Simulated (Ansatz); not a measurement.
`N#CC=O` + H₂ → `C#N` + `C=O` at 298.15 K and 1 bar (hydrogenolysis of a C–C bond).

Program: Ansatz. Geometries: PBE0-D4/def2-TZVP. ΔE: electronic, gas phase. CBS: MP2 limit from def2 TZ/QZ plus the TZ coupled-cluster correction, frozen cores. This one scheme is used for every species.

```tsv
species	CCSD(T)/CBS energy (Eh)	H − E (kJ/mol)	S (J/(mol·K))
`N#CC=O`	-206.52215	83.0	270.5
H₂	-1.17544	35.1	130.4
`C#N`	-93.32098	52.4	201.2
`C=O`	-114.39408	80.1	218.6
```

H − E and S are ideal-gas, rigid-rotor, harmonic terms from PBE0-D4/def2-TZVP. The MP2-based limit puts H₂ 0.8 mEh under its directly extrapolated value; such offsets cancel only in part. 1 Eh = 2625.50 kJ/mol, R = 8.31446 J/(mol·K).

By hand: ΔE, ΔH, ΔS and ΔG.

ΔE = (-93.32098) + (-114.39408) − (-206.52215) − (-1.17544) = -0.01747 Eh = -45.9 kJ/mol. Δ(H − E) = 52.4 + 80.1 − 83.0 − 35.1 = 14.4, so ΔH = -31.5 kJ/mol. ΔS = 201.2 + 218.6 − 270.5 − 130.4 = 18.9 J/(mol·K). ΔG = -31.5 − 298.15 × (18.9)/1000 = -37.1 kJ/mol.

By hand: the equilibrium constant, and the temperature at which ΔG would vanish if ΔH and ΔS stayed fixed.

log₁₀ K = −ΔG/(RT ln 10) = 6.5. ΔH and −TΔS have one sign here, so there is no such temperature.

ΔH outweighs TΔS. A doubt of 5 kJ/mol in ΔE shifts log₁₀ K by 0.9 here. These are equilibria of isolated gas molecules and say nothing of rates. Largest T1 diagnostic: 0.016 (customary marks: 0.02 for closed shells, 0.045 for open ones).
